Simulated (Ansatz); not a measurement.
Input for Ansatz (development build ahead of 0.2.0):

```yaml
crystal:
  periodic: [false, false, false]
  atoms:
    - { symbol: O, position_ang: [-0.05867, 0.00148, -0.11828] }
    - { symbol: H, position_ang: [0.03088, 0.02889, 1.00345] }
basis:
  gaussian: { orbitals: def2-SVP }
total_charge: -1
hamiltonian:
  xc: hf
```

The input is written out in the form of the current development build from the run's settings.

The run gave:

```json
{
  "Converged": "yes",
  "Total energy": "-75.25076 hartree",
  "Spin squared of the determinant": "0.000"
}
```

Caution: stretched shape with no unrestricted run beside it, a lower state can exist; no diffuse functions for an anion.
